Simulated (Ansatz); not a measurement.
HNOS, SMILES `N=S=O`. Total charge 0; spin multiplicity 1.

Cartesian coordinates in Å:
```
N -0.546 0.112 0.807
S -0.536 -0.107 -0.681
O 0.721 -0.196 -1.396
H 0.361 0.192 1.270
```

(1) List the harmonic frequencies (cm⁻¹, unscaled) at PBE0-D4/def2-TZVP in Ansatz. (Estimate.)

(2) Is this a minimum?

(3) Give the ideal-gas thermochemistry at 298.15 K and 1 bar (rigid rotor, harmonic oscillator; point group Cs, symmetry number 1).

(4) And at 400, 500, 600, 800 and 1000 K?

(5) Rotational constants (cm⁻¹)?

## Answers

(1) Computed: 462, 792, 932, 1156, 1321, 3497.

(2) Yes, all 6 modes are real.

(3) Zero-point energy 48.8 kJ/mol; H(298) − E = 59.8 kJ/mol; entropy 257.1 J/(mol·K), of which translation 160.5, rotation 91.6, vibration 4.9; G(298) − E = -16.9 kJ/mol.

(4) 
```
T (K)  H − E (kJ/mol)  S (J/mol/K)  G − E (kJ/mol)
  400            64.7        271.3           -43.8
  500            70.2        283.4           -71.5
  600            76.1        294.2          -100.4
  800            88.9        312.6          -161.2
 1000           102.6        327.9          -225.3
```

(5) 1.636, 0.3325, 0.2763.
